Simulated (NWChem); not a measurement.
# C₃H₇, doublet; SMILES C[CH]C

All runs: NWChem. Spin-unrestricted. In the optimisation the excess spin sits in a' (Cs, its own frame). Geometry: optimised at B3LYP/6-31G* (spherical d), spin-unrestricted. No stability test was run on the SCF state. Level PBE/def2-SVP: energy and gradient on several grids; changes count from the extra-fine grid, which is no exact limit either.

Task: Which is the coarsest grid (xfine; xcoarse; fine; medium; coarse) from which on the energy stays within 500 μHa and each gradient component within 500 μHa/bohr of xfine?

Result: coarse.
| grid | size of the energy change (μHa) | largest change of a gradient component (μHa/bohr) | time, medium = 1 (rough) |
|---|---|---|---|
| xcoarse | 1000 | 2000 | about 1 |
| coarse | 30 | 40 | about 1 |
| medium | < 10 | < 30 | about 1 |
| fine | < 10 | < 30 | about 1 |
| xfine | < 10 | < 30 | 3 |
